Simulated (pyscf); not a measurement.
Thermochemistry of product channels of `[SiH3][SiH3]` + `[OH][OH]` on the singlet surface, in eV, from CCSD(T)/def2-TZVPP + ΔMP2(QZVPP) energies (ideal gas, 1 atm, RRHO with modes under 100 cm⁻¹ raised to 100, one conformer, R ln 2 for chiral ones without a mode under 150 cm⁻¹). PySCF, gas phase, ωB97X-D3(BJ)/def2-SVP geometries. Correlated levels are frozen-core, on RHF or UHF. ΔMP2 is the change of the MP2 total energy from the triple- to the quadruple-zeta basis.

```json
[
 {"products": "`[OH][SiH2][SiH3]` + `[OH2]`", "ΔE": "-4.36", "ΔH(298 K)": "-4.30", "ΔG(298 K)": "-4.31", "ΔG(900 K)": "(withheld)"},
 {"products": "`[OH][SiH3]` + `[OH][SiH3]`", "ΔE": "-5.26", "ΔH(298 K)": "-5.25", "ΔG(298 K)": "-5.27", "ΔG(900 K)": "(withheld)"}
]
```

### Question
Fill in the missing entries.

### Answer

- `[OH][SiH2][SiH3]` + `[OH2]`, ΔG(900 K): -4.33
- `[OH][SiH3]` + `[OH][SiH3]`, ΔG(900 K): -5.31

These are energies of the channels, which say nothing of barriers. HO–SiH₂–SiH₃ lies 1.17 eV over its isomer H₃Si–O–SiH₃ (electronic energy, ωB97M-D3(BJ)/def2-TZVP). The CCSD(T) − MP2 part came from Ansatz, without density fitting, on the same reference.
